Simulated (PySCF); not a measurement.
**Electronic absorption of 2-butanone**

Species: 2-butanone, C4H8O.
Atom-mapped SMILES: `[CH3:1][CH2:2][C:3]([CH3:4])=[O:5]` (hydrogens: H6, H7, H8 on C1; H9, H10 on C2; H11, H12, H13 on C4)

Computed with TDDFT PBE0/def2-SVPD, vertical, gas phase, core orbitals frozen in the response (PySCF 2.14.0, density-fitted response routines). The structure is a single PBE0-D3(BJ)/def2-SVP conformer in the gas phase; no vibrational or solvent corrections. Torsions of this conformer, `[CH3:1][CH2:2][C:3]([CH3:4])=[O:5]`: C1–C2–C3–C4 178°.

```tsv
state	E (eV)	E (hartree)	f	main configurations (H = HOMO, L = LUMO)
S1	4.50	0.1655	0.0000	H→L (99%)
S2	6.64	0.2442	0.018	H→L+1 (98%)
S3	7.54	0.2769	0.0058	H→L+2 (96%)
S4	7.99	0.2935	0.019	H→L+3 (93%)
S5	8.19	0.3011	0.015	H-2→L (49%), H-1→L (29%), H-4→L (12%)
S6	8.21	0.3017	0.029	H-1→L (52%), H-2→L (19%), H-3→L (16%)
S7	8.30	0.3050	0.0001	H→L+4 (90%)
S8	8.41	0.3092	0.0020	H-4→L (77%), H-2→L (14%)
S9	8.56	0.3145	0.019	H→L+5 (94%)
S10	8.86	0.3256	0.029	H→L+6 (93%)
```

Triplets (Tamm–Dancoff): T1 3.89 eV, H→L (98%); T2 6.02 eV, H-3→L (52%), H-1→L (34%); T3 6.55 eV, H→L+1 (98%); T4 7.44 eV, H→L+2 (98%).

The lowest singlet comes at 275 nm (435 kJ/mol) in the ultraviolet; it is dark (f under 0.0005); its leading configuration is HOMO→LUMO (99%). The largest oscillator strength of a single state is 0.029. S1 has the pattern of n→π* at C=O. Orbital energies (eV): HOMO-3 -10.27, HOMO-2 -10.25, HOMO-1 -9.76, HOMO -7.27, LUMO -0.43, LUMO+1 0.53, LUMO+2 1.26. The oscillator strengths of these states sum to 0.137; summed over the whole spectrum of an exact calculation they would give the number of electrons, 40 (Thomas–Reiche–Kuhn). Of the 10 states listed, 6 reach f = 0.01 and 2 stay under 0.0005. The vertical ionisation energy (ΔSCF) is 9.50 eV, 0.64 eV above S10. Only the lowest 10 singlets were computed, as vertical energies without vibronic structure.

On x86-64 server, one thread, on a shared host, this took 19 s wall.
